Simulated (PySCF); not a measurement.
PySCF input (HF/def2-TZVP):

```python
import numpy as np, basis_set_exchange as bse
from pyscf import gto, scf, dft, df

basis = {'H': gto.basis.parse(bse.get_basis('def2-TZVP', elements=['H'], fmt='nwchem'))}
mol = gto.M(
    atom='''
    H    -0.00000000   -0.00000000   -0.37201156
    H     0.00000000    0.00000000    0.37201156
    ''',
    basis=basis,
    charge=0,
    verbose=4,
    max_memory=8640,
)
mf = scf.RHF(mol)
mf = mf.density_fit(auxbasis=df.autoaux(mol))
mf.conv_tol = 1e-9
mf.max_cycle = 100
print('smallest overlap eigenvalue', np.linalg.eigvalsh(mol.intor('int1e_ovlp'))[0])
mf.kernel()
dip = mf.dip_moment()
```

Output:

```
PySCF version 2.14.0

[INPUT] verbose = 4
[INPUT] num. atoms = 2
[INPUT] num. electrons = 2
[INPUT] charge = 0
[INPUT] spin (= nelec alpha-beta = 2S) = 0
[INPUT] symmetry False subgroup None
[INPUT] Mole.unit = angstrom
[INPUT] Symbol           X                Y                Z      unit          X                Y                Z       unit  Magmom
[INPUT]  1 H      0.000000000000   0.000000000000  -0.372011560000 AA    0.000000000000   0.000000000000  -0.702999963572 Bohr   0.0
[INPUT]  2 H      0.000000000000   0.000000000000   0.372011560000 AA    0.000000000000   0.000000000000   0.702999963572 Bohr   0.0

nuclear repulsion = 0.711237590197466
number of shells = 8
number of NR pGTOs = 16
number of NR cGTOs = 12
basis = {'H': [[0, [34.061341, 0.0060251978], [5.1235746, 0.045021094], [1.1646626, 0.20189726]], [0, [0.32723041, 1.0]], [0, [0.10307241, 1.0]], [1, [0.8, 1.0]]]}
ecp = {}
ETB for H: l = 0, exps = 0.20614482 * 1.8^n , n = 0..10
ETB for H: l = 1, exps = 0.90307241 * 2^n , n = 0..2
ETB for H: l = 2, exps = 1.6 * 2.2^n , n = 0..0
smallest overlap eigenvalue 0.018473873765044054

******** <class 'pyscf.df.df_jk.DFRHF'> ********
method = DFRHF
initial guess = minao
damping factor = 0
level_shift factor = 0
DIIS = <class 'pyscf.scf.diis.CDIIS'>
diis_start_cycle = 1
diis_space = 8
diis_damp = 0
SCF conv_tol = 1e-09
SCF conv_tol_grad = None
SCF max_cycles = 100
direct_scf = False
Set gradient conv threshold to 3.16228e-05
Initial guess from minao.
******** <class 'pyscf.df.df.DF'> ********
auxbasis = {'H': [[0, [np.float64(73.60333237483039), 1]], [0, [np.float64(40.8907402082391), 1]], [0, [np.float64(22.71707789346617), 1]], [0, [np.float64(12.620598829703427), 1]], [0, [np.float64(7.011443794279681), 1]], [0, [np.float64(3.8952465523776008), 1]], [0, [np.float64(2.164025862432), 1]], [0, [np.float64(1.2022365902400003), 1]], [0, [np.float64(0.6679092168), 1]], [0, [np.float64(0.37106067600000003), 1]], [0, [np.float64(0.20614482), 1]], [1, [np.float64(3.61228964), 1]], [1, [np.float64(1.80614482), 1]], [1, [np.float64(0.90307241), 1]], [2, [np.float64(1.6), 1]]]}
init E= -0.812886451651325
  HOMO = -0.552798477571849  LUMO = 0.134973448776273  gap/eV = 18.71523
cycle= 1 E= -1.13157196571316  delta_E= -0.319  |g|= 0.0444  |ddm|= 0.461
  HOMO = -0.600952005550984  LUMO = 0.163230167218262  gap/eV = 20.79446
cycle= 2 E= -1.13247513049699  delta_E= -0.000903  |g|= 0.00687  |ddm|= 0.0349
  HOMO = -0.593839392297829  LUMO = 0.166435851760961  gap/eV = 20.68814
cycle= 3 E= -1.13250474127363  delta_E= -2.96e-05  |g|= 0.00071  |ddm|= 0.00937
  HOMO = -0.593501641170675  LUMO = 0.166637759307288  gap/eV = 20.68445
cycle= 4 E= -1.13250501136895  delta_E= -2.7e-07  |g|= 1.61e-05  |ddm|= 0.00119
  HOMO = -0.593499205228644  LUMO = 0.166642309074576  gap/eV = 20.68450
cycle= 5 E= -1.13250501142963  delta_E= -6.07e-11  |g|= 5.03e-07  |ddm|= 8.65e-06
  HOMO = -0.593498712988827  LUMO = 0.166642167878414  gap/eV = 20.68449
Extra cycle  E= -1.13250501142978  delta_E= -1.47e-13  |g|= 9.48e-08  |ddm|= 5.18e-07
converged SCF energy = -1.13250501142978
Dipole moment(X, Y, Z, Debye):  0.00000, -0.00000, -0.00000
```
